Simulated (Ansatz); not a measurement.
Species: C5H4N, charge 0, multiplicity 2. It need not be the lowest isomer of its formula. 
Coordinates optimised at B3LYP-D3(BJ)/def2-TZVP (Ansatz, a first-principles code):
```
C
H 1 1.0828
C 1 1.3911 2 120.66
N 3 1.3313 1 123.94 2 -180.00
C 4 1.3420 3 118.57 1 0.00
C 5 1.3736 4 119.38 3 0.00
C 6 1.3690 5 123.95 4 0.00
H 5 1.0828 4 117.21 3 -180.00
H 7 1.0831 6 122.66 5 180.00
H 3 1.0846 4 115.91 5 -180.00
```
Charge 0, spin multiplicity 2.

Total electronic energies in hartree. Cores are frozen in the correlated levels unless marked. Open shells are spin-unrestricted. Spin-orbit coupling is left out. No relativistic terms. Basis-set limits of correlation are two-point, X^-3; Hartree-Fock from the larger set. [CCSD(T)-MP2]/basis is that difference in the basis named. The program attaches cautions to a run behind HF/STO-3G: large difference.

The UHF reference is spin-contaminated (<S^2> 0.62 over the pure value in the largest basis). The T1 diagnostic of CCSD in the largest basis is 0.048, which is high, so the coupled-cluster rows are less sure than usual.

| level | program | energy (Eh) |
|---|---|---|
| HF/STO-3G | Ansatz | -243.01249 |
| HF/6-31G* | Ansatz | -246.05421 |
| PBE-D3(BJ)/def2-TZVPD | Ansatz + dftd3 | -247.38617 |
| BLYP-D4/def2-TZVPD | Ansatz + dftd4 | -247.62099 |
| revPBE-D3(BJ)/def2-TZVPD | Ansatz + dftd3 | -247.64799 |
| r2SCAN-D4/def2-TZVPD | Ansatz + dftd4 | -247.55016 |
| B3LYP-D4/def2-TZVPD | Ansatz + dftd4 | -247.70527 |
| B3LYP/def2-TZVPD | Ansatz | -247.69057 |
| r2SCANh/def2-TZVPD | Ansatz | -247.53429 |
| r2SCAN0-D4/def2-TZVPD | Ansatz + dftd4 | -247.51760 |
| r2SCAN0/def2-TZVPD | Ansatz | -247.51507 |
| CAM-B3LYP-D3(BJ)/def2-TZVPD | Ansatz + dftd3 | -247.55750 |
| CAM-B3LYP-D4/def2-TZVPD | Ansatz + dftd4 | -247.55815 |
| B2GP-PLYP/def2-TZVPD | Ansatz | -247.41798 |
| B2PLYP-D3(BJ)/def2-TZVPD | Ansatz + dftd3 | -247.47933 |
| B2PLYP/def2-TZVPD | Ansatz | -247.47206 |
| RPA@PBE/cc-pVTZ | Ansatz | -247.56971 |
| MP2/6-31G* | Ansatz | -246.76416 |
| MP2/cc-pVDZ | Ansatz | -246.79902 |
| SCS-MP2/cc-pVDZ | Ansatz | -246.77309 |
| CCSD(T)/6-31G* | Ansatz | -246.87049 |
| CCSD(T)/cc-pVDZ | Ansatz | -246.90652 |
| RI-MP2/CBS(cc-pVTZ,cc-pVQZ)+[CCSD(T)-MP2]/cc-pVDZ | Ansatz | -247.2538 |

Totals of different functionals don't rank their quality; only differences between species are comparable.
